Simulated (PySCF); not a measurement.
Molecule: `CC(C)CCN`, C₅H₁₃N.

Molfile (atoms numbered from 1):
```
C5H13N
     RDKit          3D

 19 18  0  0  0  0  0  0  0  0999 V2000
   -1.4573   -1.2969   -1.3265 C   0  0  0  0  0  0  0  0  0  0  0  0
   -0.8243   -0.1300   -0.5766 C   0  0  0  0  0  0  0  0  0  0  0  0
   -1.7631    0.3830    0.5115 C   0  0  0  0  0  0  0  0  0  0  0  0
    0.5487   -0.5255   -0.0317 C   0  0  0  0  0  0  0  0  0  0  0  0
    1.3589    0.6041    0.5838 C   0  0  0  0  0  0  0  0  0  0  0  0
    2.7003    0.1521    0.9043 N   0  0  0  0  0  0  0  0  0  0  0  0
   -1.6386   -2.1469   -0.6474 H   0  0  0  0  0  0  0  0  0  0  0  0
   -2.4253   -1.0138   -1.7686 H   0  0  0  0  0  0  0  0  0  0  0  0
   -0.8058   -1.6543   -2.1389 H   0  0  0  0  0  0  0  0  0  0  0  0
   -0.6672    0.6906   -1.3022 H   0  0  0  0  0  0  0  0  0  0  0  0
   -2.7508    0.6363    0.0955 H   0  0  0  0  0  0  0  0  0  0  0  0
   -1.9176   -0.3858    1.2875 H   0  0  0  0  0  0  0  0  0  0  0  0
   -1.3736    1.2842    1.0078 H   0  0  0  0  0  0  0  0  0  0  0  0
    0.4171   -1.3300    0.7180 H   0  0  0  0  0  0  0  0  0  0  0  0
    1.1560   -0.9641   -0.8411 H   0  0  0  0  0  0  0  0  0  0  0  0
    1.4377    1.4230   -0.1533 H   0  0  0  0  0  0  0  0  0  0  0  0
    0.8074    1.0274    1.4500 H   0  0  0  0  0  0  0  0  0  0  0  0
    3.2430    0.9074    1.3171 H   0  0  0  0  0  0  0  0  0  0  0  0
    2.6592   -0.5823    1.6096 H   0  0  0  0  0  0  0  0  0  0  0  0
  1  2  1  0
  2  3  1  0
  2  4  1  0
  4  5  1  0
  5  6  1  0
  1  7  1  0
  1  8  1  0
  1  9  1  0
  2 10  1  0
  3 11  1  0
  3 12  1  0
  3 13  1  0
  4 14  1  0
  4 15  1  0
  5 16  1  0
  5 17  1  0
  6 18  1  0
  6 19  1  0
M  END
```

Geometry PBE0-D3(BJ)/def2-SVP throughout; GIAO in PySCF 2.14.0 with density-fitted response routines, gas phase, one conformer, non-relativistic; equivalent atoms averaged; basis pcSseg-1.

For orientation, WP04 gives these absolute shieldings σ: C4 129.2, C5 125.6, C2 139.7, C1/C3 147.5, H16/H17 29.04, H14/H15 30.43, H10 30.32, H7/H8/H9/H11/H12/H13 30.69, H18/H19 31.30 ppm.

A run gave: C4 147.2, C5 146.4, C2 162.2, C1/C3 165.0, H16/H17 28.84, H14/H15 30.20, H10 30.17, H7/H8/H9/H11/H12/H13 30.46, H18/H19 31.23 ppm (absolute shieldings σ).

Task: Which functional was used in that run?
A. B97-2
B. OPBE
C. LC-wPBE
D. LDA
E. HF

Result: C. C5 tells them apart best: LC-wPBE gives 146.4, LDA gives 132.5, OPBE gives 140.1, HF gives 151.2, B97-2 gives 138.7 ppm.
